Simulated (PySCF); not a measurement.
Ionising LiC

UHF-CCSD; PySCF, no relativity, basis sets Li aug-pcseg-1, C aug-pcseg-1. Neutral (UHF): quartet (σ ↑, π ↑↑), Re = 1.897 Å, ωe = 663 cm⁻¹, De = 2.39 eV.

LiC⁺ (UHF): triplet (σ ↑, π ↑), Re = 2.414 Å, ωe = 279 cm⁻¹, De = 0.41 eV to Li⁺ + C. The energies at the minima are -45.26180 hartree for LiC and -44.99302 for LiC⁺.

(1) Work out the adiabatic ionisation energy, without and with harmonic zero-point energies (1 hartree = 27.2114 eV, 1 eV = 8065.5 cm⁻¹), and the change of the bond length.

Correlated steps freeze 1 core orbital. Weak bonds: LiC⁺. Basis-set superposition, not corrected here, can be much of De in a small basis, most of all at correlated wavefunction levels. For an ion De counts to the pair picked by the measured ionisation energies or electron affinities, which need not be the lowest pair at this level. States were picked by a PBE0 search and need not be the measured ground states.

Results:

(1) At UHF-CCSD: 0.26878 hartree = 7.314 eV between the minima; the zero-point term (279.0 − 663.0)/2 cm⁻¹ = -0.024 eV makes it 7.290 eV. Re changes by +51.7 pm against the neutral. The electron leaves a π orbital, and the ion is left as a loose complex of an ion and an atom.
